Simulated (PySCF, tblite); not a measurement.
# A complex of phosphorus trifluoride and fluoride

A gas-phase complex of phosphorus trifluoride and fluoride; charge -1, singlet. The structure comes from a short search (6 tight-binding starts) and was relaxed by PBE0-D3(BJ)/def2-TZVPD; another way of binding may lie lower. No frequency run checks that it is a minimum.

Parts: 1 = phosphorus trifluoride (FP(F)F), atoms 1–4; 2 = fluoride ([F-]), atoms 5, charge -1.

Coordinates in Å:
```
F1     -0.620   -1.312   -0.481
P2     -0.358   -0.172    0.635
F3      1.252   -0.029   -0.028
F4     -0.738    1.135   -0.237
F5     -2.058   -0.291    1.019
```

```json
{"contact": "P2···F5", "kind (by geometry)": "bond", "distance (Å)": "1.747", "angle (°)": "-"}
```

The parts are joined by the bond P2–F5, so these are energies of forming such bonds; deforming the relaxed parts to their shape in the adduct costs 15.5 kcal/mol, which the interaction energies leave out.

Interaction energies are complex less parts, with the parts frozen as they stand in it; counterpoise-corrected, in kcal/mol (PySCF). The CCSD(T) estimate is Hartree-Fock/aug-cc-pVQZ, plus the MP2 correlation part extrapolated as X⁻³ from aug-cc-pVTZ and aug-cc-pVQZ, plus CCSD(T) less MP2 in aug-cc-pVDZ; noble-gas cores are frozen. It isn't the exact limit.

```tsv
level	interaction	superposition error removed
Hartree-Fock/aug-cc-pVQZ	-64.75	-
wB97M-D3(BJ)/def2-TZVPD	-61.88	-0.28
PBE0-D3(BJ)/def2-TZVPD	-65.35	-0.32
MP2/aug-cc-pVQZ	-62.33	-1.04
```

**Question.** What does CCSD(T) at its estimated basis limit give, and which of these levels comes nearest?

**Answer.** -63.72 kcal/mol. Hartree-Fock/aug-cc-pVQZ is nearest, off by -1.03; the errors are Hartree-Fock/aug-cc-pVQZ -1.03, wB97M-D3(BJ)/def2-TZVPD +1.83, PBE0-D3(BJ)/def2-TZVPD -1.63, MP2/aug-cc-pVQZ +1.39.

**Question.** What holds them together? Decompose the wB97M-D3(BJ)/def2-TZVPD energy: frozen parts, their antisymmetrised product, then relaxation.

**Answer.** electrostatic -174.8, Pauli repulsion +245.1, orbital relaxation -131.7, dispersion correction -0.8 kcal/mol, which sum to the value before the counterpoise correction; the Pauli term holds the exchange-correlation of the frozen density too. Of the attraction, 57 % is electrostatic, 43 % is orbital relaxation, 0 % is dispersion correction.

The parts were also relaxed and run alone, at the levels used for the complex: shieldings by PBE0/aug-pcSseg-2; core levels by delta-SCF with SCAN, aug-pcX-2 on the ionised atom and aug-pcseg-1 elsewhere, spin-free X2C (2p3/2 is the spin-free 2p value less a third of a first-order spin-orbit splitting).

Values alone: shielding of P2 (ppm): 185.7; shielding of F5 (ppm): 479.9; F1 1s core level (eV): 693.99; P2 2p3/2 core level (eV): 141.68; F5 1s core level (eV): 680.05.

**Question.** How do these values change when the complex forms?

**Answer.** 
```
                property   alone  in the complex  change
   shielding of P2 (ppm)   185.7           253.7   +67.9
   shielding of F5 (ppm)   479.9           161.3  -318.5
   F1 1s core level (eV)  693.99          687.27   -6.72
P2 2p3/2 core level (eV)  141.68          134.56   -7.13
   F5 1s core level (eV)  680.05          685.32   +5.28
```
